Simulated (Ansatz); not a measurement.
Geometry optimisation, Ansatz 0.2.0, RKS PBE0-D4/def2-SVP.

Input file:

```yaml
crystal:
  periodic: [false, false, false]
  atoms:
    - { symbol: Al, position_ang: [0.021875, -0.231143, 0.080535] }
    - { symbol: O, position_ang: [-0.043017, -0.543781, 1.801486] }
    - { symbol: H, position_ang: [-0.872612, -0.575593, 2.284697] }
    - { symbol: H, position_ang: [1.440465, -0.325932, -0.610235] }
    - { symbol: H, position_ang: [-1.347215, 0.073126, -0.653995] }
    - { symbol: P, position_ang: [-0.032643, 3.051308, 1.240081] }
    - { symbol: H, position_ang: [1.078331, 3.151019, 2.137125] }
    - { symbol: H, position_ang: [0.814298, 2.861759, 0.098738] }
    - { symbol: H, position_ang: [-0.190684, 1.650638, 1.478169] }
basis:
  gaussian: { orbitals: def2-SVP }
hamiltonian:
  xc: pbe0
  dispersion: d4
relax:
  f_tol: 0.03
  max_steps: 50
output:
  orbitals: {}
```

Run as:

```bash
$ ansatz run input.yaml --threads 1 --pin off --max-ram 2048MiB --backend cpu --events-out ev --progress --plain --runs-dir out
```

Q: Where does it end, and by what steps?

A: The run converged. The force dipped under the threshold on the way, but the program's further checks kept it going. After 21 steps the energy has fallen by 0.149 eV; H7 moved furthest, 1.29 Å.

```json
{"step": "0", "energy less start (eV)": "0.0000", "largest force component (eV/Å)": "0.840", "accepted": "yes"}
{"step": "1", "energy less start (eV)": "-0.0371", "largest force component (eV/Å)": "0.673", "accepted": "yes"}
{"step": "2", "energy less start (eV)": "-0.0311", "largest force component (eV/Å)": "0.652", "accepted": "no"}
{"step": "3", "energy less start (eV)": "-0.0674", "largest force component (eV/Å)": "0.476", "accepted": "yes"}
{"step": "4", "energy less start (eV)": "-0.0809", "largest force component (eV/Å)": "0.218", "accepted": "yes"}
{"step": "5", "energy less start (eV)": "-0.0917", "largest force component (eV/Å)": "0.269", "accepted": "yes"}
{"step": "6", "energy less start (eV)": "-0.0996", "largest force component (eV/Å)": "0.246", "accepted": "yes"}
{"step": "7", "energy less start (eV)": "-0.1077", "largest force component (eV/Å)": "0.262", "accepted": "yes"}
{"step": "8", "energy less start (eV)": "-0.1155", "largest force component (eV/Å)": "0.249", "accepted": "yes"}
{"step": "9", "energy less start (eV)": "-0.1094", "largest force component (eV/Å)": "0.552", "accepted": "no"}
{"step": "10", "energy less start (eV)": "-0.1257", "largest force component (eV/Å)": "0.041", "accepted": "yes"}
{"step": "11", "energy less start (eV)": "-0.1317", "largest force component (eV/Å)": "0.039", "accepted": "yes"}
{"step": "12", "energy less start (eV)": "-0.1361", "largest force component (eV/Å)": "0.216", "accepted": "yes"}
{"step": "13", "energy less start (eV)": "-0.1400", "largest force component (eV/Å)": "0.130", "accepted": "yes"}
{"step": "14", "energy less start (eV)": "-0.1437", "largest force component (eV/Å)": "0.099", "accepted": "yes"}
{"step": "15", "energy less start (eV)": "-0.1414", "largest force component (eV/Å)": "0.264", "accepted": "no"}
{"step": "16", "energy less start (eV)": "-0.1464", "largest force component (eV/Å)": "0.051", "accepted": "yes"}
{"step": "17", "energy less start (eV)": "-0.1476", "largest force component (eV/Å)": "0.075", "accepted": "yes"}
{"step": "18", "energy less start (eV)": "-0.1481", "largest force component (eV/Å)": "0.050", "accepted": "yes"}
{"step": "19", "energy less start (eV)": "-0.1486", "largest force component (eV/Å)": "0.016", "accepted": "yes"}
{"step": "20", "energy less start (eV)": "-0.1487", "largest force component (eV/Å)": "0.014", "accepted": "yes"}
{"step": "21", "energy less start (eV)": "-0.1487", "largest force component (eV/Å)": "0.017", "accepted": "yes"}
```

```xyz
9
Properties=species:S:1:pos:R:3
Al 0.216 -0.046 0.261
O -0.297 -0.669 1.772
H -1.210 -0.828 2.019
H 1.782 0.010 0.049
H -0.854 0.248 -0.878
P 0.219 3.119 1.389
H 1.522 2.651 1.036
H -0.371 2.719 0.147
H -0.137 1.906 2.061
```

The run took 61 s on 1 thread of Intel(R) Xeon(R) Platinum 8259CL CPU @ 2.50GHz (Skylake/Cascade Lake) (shared host), peak memory 0.17 GiB.
